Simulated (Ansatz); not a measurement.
How close CCSD(T) comes to the exact answer in a basis

Each species is computed at the geometry given (Å), with frozen cores, in Ansatz 0.2.0: RHF-CCSD(T) for singlets, UHF-CCSD(T) otherwise, and full CI in the same basis. The program picks the determinant by a search with trial CCSD, so it needn't be the lowest Hartree–Fock solution. States: Mg2H2⁺ (H-bridged) quartet B3g, SiS triplet Π, HBeB singlet A'. Cases whose determinant has another symmetry than full CI's state, or lies over 0.5 eV above the lowest of its kind, whose (Q) step broke down or whose higher cluster runs on it stay over 0.1 eV above full CI weren't drawn.

**Question.** Judging by size, spin and bonding and the diagnostics given, rank them by the size of CCSD(T)'s error in total energy against full CI in the same basis, smallest first (an estimate).
A. SiS, triplet, 6-31G: Si 0.000 0.000 0.000; S 0.000 0.000 1.930. T1 0.047, (T) -84 meV in a correlation energy of -2.68 eV
B. HBeB, singlet, 6-31G: B 0.335 0.000 0.975; Be -0.410 0.000 -0.926; H 0.080 0.000 -2.178. T1 0.036, (T) -50 meV in a correlation energy of -2.51 eV
C. Mg2H2⁺ (H-bridged), quartet, cc-pVDZ: Mg 0.000 0.000 1.428; Mg 0.000 0.000 -1.428; H 0.000 1.252 0.000; H 0.000 -1.252 0.000. T1 0.028, (T) -36 meV in a correlation energy of -1.51 eV

**Answer.** C (15.1 meV), B (28.9 meV), A (41.9 meV).

```tsv
species	basis	correlated electrons	CCSD(T) − full CI (meV)	CCSDT(Q) − full CI (meV)	unpaired electrons (full CI)	T1	⟨S²⟩ of the determinant
Mg2H2⁺ (H-bridged), quartet	cc-pVDZ	5	15.1	-1.3	3.03	0.028	3.81
HBeB, singlet	6-31G	6	28.9	3.7	0.18	0.036	0.00
SiS, triplet	6-31G	10	41.9	-3.3	2.09	0.047	2.18
```

Unpaired electrons are Σ n²(2−n)² over natural occupations; an open shell counts its own unpaired electrons too. Frozen cores follow each run's orbitals, which moves totals by a few meV. RHF is unstable for HBeB, singlet in 6-31G: UHF reaches ⟨S²⟩ = 0.80.
